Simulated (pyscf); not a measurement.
`[OH][SiH2][F]` + `[OH][SiH3]` -> `[OH][SiH2][O][SiH2][F]` + `[H][H]`, a four-centre exchange (singlet surface; H–O, H–Si broken, O–Si, H–H formed). PySCF, gas phase, ωB97X-D3(BJ)/def2-SVP geometries. Energies in kJ/mol from the separated reactants.

Small-basis levels: PySCF, no dispersion term, spherical d functions. AM1 to PM7: differences of heats of formation from MOPAC, which are fitted to 298 K values and so differ in kind from electronic energies by zero-point and thermal terms. Cost: rough CPU time at the saddle relative to B3LYP/6-31G*, from one job on a shared machine.

```json
[
 {"level": "HF/3-21G", "barrier": "132.9", "reaction energy": "-149.3", "cost": "0.06"},
 {"level": "HF/6-31G*", "barrier": "219.2", "reaction energy": "-104.7", "cost": "0.1"},
 {"level": "BP86/6-31G*", "barrier": "118.5", "reaction energy": "-106.8", "cost": "2"},
 {"level": "PBE/6-31G*", "barrier": "110.2", "reaction energy": "-108.7", "cost": "2"},
 {"level": "B3LYP/STO-3G", "barrier": "116.1", "reaction energy": "-94.4", "cost": "0.6"},
 {"level": "B3LYP/LANL2DZ", "barrier": "___", "reaction energy": "-77.9", "cost": "0.7"},
 {"level": "M06-2X/6-31G*", "barrier": "130.8", "reaction energy": "-128.7", "cost": "2"},
 {"level": "B3LYP/6-311+G**", "barrier": "150.5", "reaction energy": "-84.5", "cost": "2"},
 {"level": "B3LYP/def2-SVP", "barrier": "132.1", "reaction energy": "-97.2", "cost": "1"},
 {"level": "AM1", "barrier": "___", "reaction energy": "-78.0", "cost": "under 0.02"},
 {"level": "PM3", "barrier": "167.3", "reaction energy": "-187.6", "cost": "under 0.02"},
 {"level": "PM6", "barrier": "64.9", "reaction energy": "-246.0", "cost": "under 0.02"},
 {"level": "ωB97M-D3(BJ)/def2-TZVP", "barrier": "___", "reaction energy": "-107.8", "cost": "–"}
]
```

### Question
Fill in the missing entries.

### Answer

- B3LYP/LANL2DZ, barrier: 141.7
- AM1, barrier: 154.6
- ωB97M-D3(BJ)/def2-TZVP, barrier: 133.5

Against the last row the barrier runs from -68.6 (PM6) to +85.7 kJ/mol (HF/6-31G*). ωB97M-D3(BJ)/def2-TZVP has limits of its own. The same reactants have a lower exit, to HO–SiH₂–O–SiH₃ + HF (barrier +93.2 kJ/mol at ωB97M-D3(BJ)/def2-TZVP, against +133.5 kJ/mol here). This is the saddle that the search found; another between the same sides may lie lower.
